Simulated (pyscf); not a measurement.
A first-order saddle from PySCF, ωB97X-D3(BJ)/def2-SVP:

```xyz
10

B     -1.4908    -0.5134     0.2010
O     -1.0608    -1.0902     1.4116
H     -0.7930    -0.8100    -0.8495
H     -2.5988    -0.7844    -0.2031
H     -0.1746    -0.8551     1.6979
Si    -0.1328     0.8152    -0.8295
H     -1.5629     0.7805     0.1832
H     -0.8336     1.2632    -2.0580
H      0.2785     1.9756     0.0233
H      1.1676     0.1445    -1.1494
```
Charge 0, spin multiplicity 1.

Surface: singlet, charge 0. Lowest wavenumbers (cm⁻¹): 361i, 139, 197, 389, 531.

Problem. Which two sides does it connect, and which bonds change?

Solution. H₂B–OH + SiH₄ ⇌ H₂B–OH + SiH₄, a four-centre exchange read from left to right: B–H, H–Si broken and B–H, H–Si formed. At CCSD(T)/def2-TZVPP + ΔMP2(QZVPP) it lies +19.7 kcal/mol from the left side and +19.7 kcal/mol from the right (each side as separated species at their lowest minima found). At the saddle there is also a short B–Si contact that neither side keeps. This is the saddle that the search found; another between the same sides may lie lower. The CCSD(T) − MP2 part came from Ansatz, without density fitting, on the same reference.
